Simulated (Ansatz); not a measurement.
```yaml
crystal:
  periodic: [false, false, false]
  atoms:
    - {symbol: Si, position_ang: [0.000000, 0.000000, 0.000000]}
    - {symbol: Al, position_ang: [0.000000, 0.000000, 2.157600]}
basis:
  gaussian: {orbitals: def2-TZVP}
magnetization: {spin_polarized: true, initial_magnetization: 3}
hamiltonian: {xc: pbe0}
relax: {f_tol: 0.004, max_steps: 80}
```

```sh
$ ansatz run in.yaml --threads 1 --pin off --events-out ev --progress --plain --max-ram 2176MiB
```

Steps of the relaxation (energy above the last step; positions in Å, forces in eV/Å):

```
2
step 1, 347.6 meV
Si    0.000    0.000    0.000    0.000    0.000   -3.180
Al    0.000    0.000    2.158    0.000    0.000    3.180
```

```
2
step 2, 34.3 meV
Si    0.000    0.000   -0.084    0.000    0.000   -0.798
Al    0.000    0.000    2.241    0.000    0.000    0.798
```

```
2
step 3, 1.4 meV
Si    0.000    0.000   -0.120    0.000    0.000   -0.147
Al    0.000    0.000    2.277    0.000    0.000    0.147
```

```
2
step 4, 0.0 meV
Si    0.000    0.000   -0.130    0.000    0.000    0.014
Al    0.000    0.000    2.288    0.000    0.000   -0.014
```

```
2
step 5, 0.0 meV
Si    0.000    0.000   -0.129    0.000    0.000    0.000
Al    0.000    0.000    2.287    0.000    0.000    0.000
```

Close pairs at the end: Si1–Al2 2.416 Å.

A stationary point of unrestricted PBE0 after 5 steps, with ⟨S²⟩ = 3.754 against 3.75 for a pure state. 10 s on 1 thread of Arm Neoverse V1, shared host.
